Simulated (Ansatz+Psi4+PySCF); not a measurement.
The numbers below are computed, except where a source is named.
A run of Ansatz (development build ahead of 0.2.0) on singlet F2 at this shape:

```csv
atom,x (Å),y (Å),z (Å)
F,0.0000,0.0000,0.7103
F,0.0000,0.0000,-2.1309
```

Its results:

```yaml
Converged: yes
Reference_energy: -198.81114 hartree
Correlation_energy: -0.39999 hartree
Total_energy: -199.21113 hartree
Spin_squared_of_the_determinant: 1.007
Stability_test: minimum
```

Problem. Which input gives this output? Name the method, the orbitals and the basis set, and write the input.

Solution. UHF-MP2 in cc-pVTZ.

```yaml
crystal:
  periodic: [false, false, false]
  atoms:
    - { symbol: F, position_ang: [0.0, 0.0, 0.7103] }
    - { symbol: F, position_ang: [0.0, 0.0, -2.13091] }
basis:
  gaussian: { orbitals: cc-pVTZ }
magnetization:
  spin_polarized: true
hamiltonian:
  xc: hf
correlation:
  method: mp2
  frozen_orbitals: { F: 1 }
```

Caution: the unrestricted determinant is a mixture of spin states; the determinant breaks the point group; another reference gives a lower total.
